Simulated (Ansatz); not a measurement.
A made-up structure of CH$_{2}$NaO, doublet:

```
5
angstrom
C -0.4968 0.3960 -0.2657
O 0.4070 -0.0740 0.4377
Na 1.9154 -1.5215 1.0293
H 0.1525 0.0562 1.3646
H -0.2745 1.0537 -1.1174
```

It is relaxed with PBE-D4/def2-SVP and then PBE0-D4/def2-TZVP (Ansatz 0.2.0). Atoms count as bonded within 1.22 times the sum of their covalent radii (H–H: 0.88 Å). The end point is not checked to be a true minimum.

Question: Does its bonding change? (A judgement: the text doesn't fix the answer.)

Answer: The calculation gives: Yes. Formed: C1–Na3; broken: O2–Na3, Na3–H4.

Where it ends: The first stage lowers the energy by 2.04 eV in 37 steps. It ends as CH₂NaO ([OH][CH][Na]):
```tsv
atom	x (Å)	y (Å)	z (Å)
C1	0.4059	0.1561	-0.0464
O2	-0.6976	0.2719	0.7606
Na3	2.4002	-0.9864	0.1323
H4	-0.3992	0.2742	1.6721
H5	-0.0056	0.1946	-1.0703
```

Labels in which every atom is bracketed show which atoms are joined, not bond orders.

For scale, one of the runs: PBE0-D4/def2-TZVP relaxation, 106 basis functions, launched by `ansatz run in.yaml --threads 2 --pin off --events-out ev --progress --plain --max-ram 4352MiB`. The run took about 21 s on 2 CPU threads of an Arm Neoverse V2 (shared host).
